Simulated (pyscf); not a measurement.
Optimised with ωB97X-D3(BJ)/def2-SVP in PySCF. Correlated levels are frozen-core, on RHF or UHF. ΔMP2 is the change of the MP2 total energy from the triple- to the quadruple-zeta basis.

**Question.** How much does it cost (ΔH, 298 K, CCSD(T)/def2-TZVPP + ΔMP2(QZVPP)) to split H₃C–MgH at its H–Mg bond into [H₃C–Mg]• + H•?

**Answer.** H–Mg to [H₃C–Mg]• + H•: 298.7 kJ/mol. The radicals are drawn with the spin at the cut bond; how far it spreads was not checked. Other isomers of [H₃C–Mg]• were not searched in full and may lie lower. The CCSD(T) − MP2 part came from Ansatz, without density fitting, on the same reference. The frozen core leaves the outer d or s,p core shells of the metals and heavy elements correlated in the MP2 and CC values, and def2-TZVPP describes them poorly, which can shift differences by a few kcal/mol.
